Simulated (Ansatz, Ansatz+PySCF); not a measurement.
```
atom   x (Å)    y (Å)    z (Å)
  Li  0.0000   0.0000  -1.3696
   O  0.0000   0.0000   0.3023
   H  0.0000   0.7068   0.8451
   H  0.0000  -0.7068   0.8451
```

RHF on singlet LiH₂O(+) was run in several spherical basis sets with Ansatz (development build ahead of 0.2.0).

Task: Rank the basis sets by the total energy that they give, lowest first, with the distance from the lowest.
A. cc-pVDZ
B. def2-TZVP
C. def2-SVP
D. 6-31G(d)
E. cc-pVTZ

Result: B (0.00 eV), E (0.02 eV), A (0.80 eV), D (1.35 eV), C (2.65 eV).

Totals follow the description of the cores as much as that of the bonds, so this order isn't one of quality for chemistry.
